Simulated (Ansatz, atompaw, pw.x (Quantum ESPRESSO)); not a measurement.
**What a changed setting does to a pw.x run (sc H)**

Potential: PAW, atompaw 4.2.0.5, PBEsol; core none, reference 1s1; waves: 1s (bound): rc 1.30 bohr; 1s channel at 0.5 Ry: rc 1.30 bohr; 2p channel at 0.3 Ry: rc 1.30 bohr; local part: troulliermartins scheme with l = 2 at 0 Ry, radius 1.20 bohr; core correction: none; augmentation: sinc compensation charge, radius 1.15 bohr; PAW radius 1.30 bohr; waves and projectors: custom polynom2 7 10 vanderbiltortho.

The reference run (k-mesh 18³, cutoffs 40/400 Ry, Fermi–Dirac 0.01 Ry, mixing_beta 0.4, conv_thr 1e-9, no spin) gives 2.10 GPa at 2.993 Å³/atom, where all-electron LAPW gives 1.30 GPa. This run, with its own iteration cap, changes degauss to 0.005.

```
&control
  calculation='scf', prefix='x', pseudo_dir='./', outdir='./tmp', tstress=.true., disk_io='none'
/
&system
  ibrav=0, nat=1, ntyp=1, ecutwfc=40, ecutrho=400, nbnd=7,
  occupations='smearing', smearing='fd', degauss=0.005
/
&electrons
  conv_thr=1e-09, mixing_beta=0.4, electron_maxstep=70
/
ATOMIC_SPECIES
H 1.0 H.UPF
CELL_PARAMETERS angstrom
  1.44112695 0.00000000 0.00000000
  0.00000000 1.44112695 0.00000000
  0.00000000 0.00000000 1.44112695
ATOMIC_POSITIONS crystal
H 0.0000 0.0000 0.0000
K_POINTS automatic
18 18 18 0 0 0
```

```bash
pw.x < H.scf.in > H.scf.out
```

Q: How does the run end?

A: It converges in 5 iterations; the free energy moves by +2.2 meV/atom and the pressure by -0.12 GPa. In a metal, with Fermi–Dirac smearing, F lies below its zero-width value by a term in the square of the width.

```
Message from routine setup:
     using ibrav=0 with symmetry is DISCOURAGED, use correct ibrav instead
     lattice parameter (alat)  =       2.7233  a.u.
     unit-cell volume          =      20.1978 (a.u.)^3
     number of electrons       =         1.00
     number of Kohn-Sham states=            7
     kinetic-energy cutoff     =      40.0000  Ry
     charge density cutoff     =     400.0000  Ry
     scf convergence threshold =      1.0E-09
     Exchange-correlation= SLA PW PSX PSC
     number of k points=   220  Fermi-Dirac smearing, width (Ry)=  0.0050
     iteration #  1     ecut=    40.00 Ry     beta= 0.40
     total energy              =      -1.08054920 Ry
     estimated scf accuracy    <       0.00029138 Ry
     iteration #  2     ecut=    40.00 Ry     beta= 0.40
     total energy              =      -1.08053058 Ry
     estimated scf accuracy    <       0.00010384 Ry
     iteration #  3     ecut=    40.00 Ry     beta= 0.40
     total energy              =      -1.08053085 Ry
     estimated scf accuracy    <          7.9E-09 Ry
     iteration #  4     ecut=    40.00 Ry     beta= 0.40
     total energy              =      -1.08053086 Ry
     estimated scf accuracy    <          8.2E-09 Ry
     iteration #  5     ecut=    40.00 Ry     beta= 0.40
     the Fermi energy is     3.1351 ev
!    total energy              =      -1.08053086 Ry
     estimated scf accuracy    <          9.5E-14 Ry
     smearing contrib. (-TS)   =      -0.00009676 Ry
     convergence has been achieved in   5 iterations
          total   stress  (Ry/bohr**3)                   (kbar)     P=       19.79
     Message from routine punch:
     Nothing written, as per user request (disk_io='none')
```

The run took about 1.7 s on one core of a shared server CPU.
